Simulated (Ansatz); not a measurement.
A nudged elastic band was laid between two geometries of H3N + H4OSi (10 atoms, charge 0, multiplicity 1).

The calculation used RKS B3LYP-D4/6-31G* (Ansatz).

```
movable images  : 7
climbing image  : yes
spring          : 5.0 eV/Å²
optimiser       : quadratic models (default)
start path      : through a guess of the saddle point
force threshold : 0.05 eV/Å
iteration limit : 60
end points      : relaxed
```

Image 0:

```xyz
10
Properties=species:S:1:pos:R:3
Si -0.261 0.294 -0.097
H -0.271 0.585 1.365
H 1.116 0.428 -0.624
H -1.150 1.288 -0.762
O -0.742 -1.270 -0.442
H -1.670 -1.482 -0.270
N 1.575 -2.412 1.449
H 0.784 -2.395 0.806
H 2.352 -1.976 0.955
H 1.337 -1.784 2.215
```

Image 8:

```xyz
10
Properties=species:S:1:pos:R:3
Si 0.467 -0.328 -0.468
H -1.050 -1.006 2.627
H 0.556 -0.573 -1.934
H 0.605 1.100 -0.110
O -1.065 -0.699 0.096
H -1.381 -1.592 -0.102
N 1.786 -1.216 0.192
H 2.017 -1.183 1.177
H 2.110 -2.074 -0.236
H -0.973 -1.154 3.352
```

What changes between the two ends?

Bonds broken: Si1–H2, N7–H10. Bonds formed: Si1–N7, H2–H10. H3N + H4OSi becomes H2 + H5NOSi.

Give the energies along the band, and the barrier.

The run converged. The highest image is number 3 of 0 to 8, 43.1 kcal/mol above the first end and 52.1 kcal/mol above the last; the last end lies 9.0 kcal/mol below the first. Neighbouring images differ by up to 1.8 eV, so the band resolves the path poorly. A vibrational analysis at the climbing image gives one clearly imaginary mode, 1552i cm⁻¹: a first-order saddle point. The orbitals stay closed-shell, which can raise the energy where a bond breaks towards radicals; this wasn't checked here.

| image | path coordinate (Å) | energy (kcal/mol) | Si1–H2 (Å) | N7–H10 (Å) | Si1–N7 (Å) |
| --- | --- | --- | --- | --- | --- |
| 0 | 0.00 | 0.0 | 1.49 | 1.02 | 3.62 |
| 1 | 1.66 | 2.6 | 1.49 | 1.02 | 3.73 |
| 2 | 3.32 | 9.2 | 1.48 | 1.02 | 3.18 |
| 3 | 4.98 | 43.1 | 1.86 | 1.24 | 1.90 |
| 4 | 6.01 | 1.1 | 2.69 | 2.08 | 1.73 |
| 5 | 7.04 | -4.8 | 3.15 | 2.78 | 1.73 |
| 6 | 8.07 | -8.1 | 3.22 | 3.25 | 1.73 |
| 7 | 9.10 | -8.7 | 3.25 | 3.65 | 1.72 |
| 8 | 10.13 | -9.0 | 3.51 | 4.20 | 1.72 |

What is the geometry of the highest image?


```xyz
10
Properties=species:S:1:pos:R:3:forces:R:3
Si 0.075 -0.436 0.035 0.01 -0.02 0.02
H -0.475 -0.284 1.803 -0.01 0.00 0.00
H 0.718 -0.752 -1.301 0.00 0.00 0.00
H 0.321 1.022 0.141 -0.01 0.00 0.00
O -1.416 -1.158 -0.200 0.02 0.02 -0.02
H -1.487 -1.464 -1.118 -0.02 0.00 0.01
N 1.323 -1.346 1.134 -0.02 -0.02 -0.04
H 1.181 -2.357 1.156 0.02 0.00 0.01
H 2.320 -1.141 1.044 0.00 0.01 0.01
H 0.511 -0.810 1.902 0.00 0.02 0.02
```

Time of the run: 5.1 min on 1 thread of AMD EPYC 7B13 (Zen 3), on a shared host, peak memory 0.15 GiB.
